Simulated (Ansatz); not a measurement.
## Isomers

Structures of CH4BSi, doublet, relaxed at PBE0-D4/def2-TZVP (vibrations not checked; lower isomers may exist, and structures with a doubtful reference or unclear bonds are left out). Program: Ansatz 0.2.0. Basis: def2-TZVPP. Cores are frozen in the correlated methods; orbitals are unrestricted. B3LYP uses VWN-RPA correlation.

Task: Rank them by CCSD(T) energy, lowest first, and give each one's height above the lowest. Links in brackets join atoms within 1.22 times the sum of their covalent radii (1.1 for two metals). (An estimate is asked for; the value comes from the calculation.)
A.
CH₄BSi ([BH][C][SiH3])
```
7
angstrom
B -1.4307 -0.1521 -0.5515
C -0.2928 -0.0465 0.1904
Si 1.1845 0.1241 1.2279
H -2.4106 -0.2426 -1.1904
H 0.7562 0.8706 2.4434
H 1.7287 -1.1972 1.6374
H 2.2595 0.8893 0.5435
```
B.
CH₄BSi ([CH2][B][SiH2])
```
7
angstrom
B -0.2100 -0.0235 -0.1525
C -1.3272 -0.1484 -0.9648
Si 1.3163 0.1472 0.9567
H -2.2789 0.3211 -0.7306
H -1.3216 -0.7238 -1.8867
H 1.6259 -0.7885 2.0587
H 2.3122 1.2291 0.8038
```
C.
CH₄BSi ([BH2][CH][SiH])
```
7
angstrom
B -0.9581 0.0394 -0.7091
C -0.3062 -0.3047 0.6016
Si 1.3501 0.1775 0.5610
H -2.1174 -0.2110 -0.9033
H -0.3398 0.5710 -1.5926
H -0.7900 -0.7817 1.4444
H 1.8762 0.8287 -0.6821
```
D.
CH₄BSi ([BH]1[CH][SiH2]1)
```
7
angstrom
B -0.6296 -0.2964 1.0948
C -0.5529 -0.8265 -0.1755
Si 0.5951 0.5440 -0.4990
H -0.9116 -1.6003 -0.8382
H 0.1939 1.7464 -1.2700
H -0.7622 0.0707 2.2062
H 2.0673 0.3621 -0.5184
```

Result: The calculation gives: D (0.000 eV), C (0.052 eV), B (0.111 eV), A (0.461 eV). Heights count from the lowest.

Task: Do PBE-D4, r2SCAN-D4, PBE0-D4, B3LYP-D4, wB97M-V, HF, MP2 give the same order? (A judgement: the text doesn't fix the answer.)

Result: By the calculation: Lowest first: B3LYP-D4 C < D < B < A; HF A < C < B < D. The others agree with CCSD(T).

No T1 diagnostic of these runs exceeds 0.033. ⟨S²⟩ of the unrestricted Hartree–Fock references: 0.76 to 0.86 (a pure state has 0.75). The unrestricted reference is spin-contaminated, which hurts MP2 most.

For scale, one of the runs: CCSD(T)/def2-TZVPP, 160 basis functions, launched by `ansatz run in.yaml --threads 2 --pin off --events-out ev --progress --plain --max-ram 4352MiB`. Hardware: 2 CPU threads of an Arm Neoverse N1, shared host. Wall time 87 s; peak host memory 2.6 GiB.
